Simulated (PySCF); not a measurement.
How well do the runs reproduce experiment for acetophenone?

**Measured values to compare with.**

NIST CCCBDB Release 22 (SRD 101), experimental dipoles lists, for the gas: dipole moment (dielectric constant against temperature) 3.02 D.

The results are set against them at the end.

Compound: acetophenone, C8H8O.
Numbering: `[CH3:1][C:2](=[O:3])[c:4]1[cH:5][cH:6][cH:7][cH:8][cH:9]1` (hydrogens: H10, H11, H12 on C1; H13 on C5; H14 on C6; H15 on C7; H16 on C8; H17 on C9)

Geometry (PBE0-D3(BJ)/def2-SVP, Å), atoms numbered from 1 in this order:
```
atom  x, y, z in Å
C1    -2.6613   -0.1677    0.7665
C2    -1.7139    0.5254   -0.1804
O3    -2.1176    1.3370   -0.9843
C4    -0.2558    0.1895   -0.1077
C5     0.2678   -0.7481    0.7911
C6     1.6347   -1.0173    0.8083
C7     2.4887   -0.3523   -0.0705
C8     1.9743    0.5841   -0.9697
C9     0.6107    0.8517   -0.9870
H10   -2.6367   -1.2583    0.6173
H11   -2.3825    0.0247    1.8141
H12   -3.6769    0.2027    0.5837
H13   -0.3898   -1.2754    1.4849
H14    2.0360   -1.7502    1.5120
H15    3.5605   -0.5646   -0.0553
H16    2.6427    1.1055   -1.6589
H17    0.1768    1.5773   -1.6782
```

The PySCF runs (gas phase, on this PBE0-D3(BJ)/def2-SVP geometry; no spin–orbit coupling):

```
                             level                                                                            job  basis functions  wall time
PBE0-D3(BJ)/def2-SVP, grid level 1                                    geometry optimisation from a GFN2-xTB start              166       49 s
                      PBE/pcSseg-1                                                                     shieldings              193       42 s
                     PBE0/pcSseg-1                                        shieldings, charges and field gradients              193       26 s
                 wB97X-D/def2-SVPD  10 singlets by full TDDFT, 4 Tamm–Dancoff triplets, polarisability, ΔSCF ions              247    5.2 min
                       B3LYP/pcJ-1         spin–spin couplings from 8 perturbed nuclei, spin–dipole term left out              323       64 s
```

Hardware: Arm Neoverse V1, one thread (shared host).

## Comparison

**Dipole moment.** Measured: 3.02 D (NIST CCCBDB Release 22 (SRD 101), experimental dipoles).

| level | computed (D) | computed − measured (D) | % (from the printed values) |
| --- | --- | --- | --- |
| PBE0-D3(BJ)/def2-SVP | 2.93 | -0.09 | -3 |
| PBE/pcSseg-1 | 2.95 | -0.07 | -2 |
| PBE0/pcSseg-1 | 3.09 | +0.07 | +2 |
| wB97X-D/def2-SVPD | 3.18 | +0.16 | +5 |
| B3LYP/pcJ-1 | 3.10 | +0.08 | +3 |

The computed dipoles belong to one fixed geometry; measured ones are averaged over vibrations unless marked μe. Magnitudes are compared, not signs.

No measured geometry was used, and the causes of the misses weren't examined.
